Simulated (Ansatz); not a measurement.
# C2HSi: the cost of one run

Method: def2-TZVPP, core rule «outside noble gas», up to 7 orbitals frozen; program: Ansatz 0.2.0, Gaussian basis.

Plan: UHF; ROHF; CCSD(T) on UHF.

## 1. The geometry

The geometry is a PBE0/def2-TZVP stationary point (not a proven minimum) of the parent state, kept for this charge and spin.

4 atoms, charge 0, spin multiplicity 2.

Atoms are counted from 1 here; the program's logs count them from 0.

Bond lengths: C1–Si2 1.736 Å, Si2–C3 1.700 Å, C3–H4 1.081 Å. Angles: C1–Si2–C3 135.3°, Si2–C3–H4 142.8°.

## 2. UHF

in.yaml

```yaml
crystal:
  periodic: [false, false, false]
  atoms:
    - {symbol: C, position_ang: [0.000000, -0.356652, 1.647526]}
    - {symbol: Si, position_ang: [0.000000, 0.302766, 0.041878]}
    - {symbol: C, position_ang: [0.000000, -0.345459, -1.529412]}
    - {symbol: H, position_ang: [0.000000, -0.069934, -2.574356]}
basis:
  gaussian: {orbitals: def2-TZVPP}
magnetization: {spin_polarized: true, initial_magnetization: 1}
hamiltonian: {xc: hf}
output: {orbitals: {seedname: orbitals}}
```

Launch:

```
$ ansatz run in.yaml --threads 1 --pin off --events-out ev --progress --plain --max-ram 4096MiB --backend cpu
```

Q: Estimate wall time and peak memory on 1 thread of AMD EPYC 7R13, shared host.

About 23 s, with a peak of 0.27 GiB.
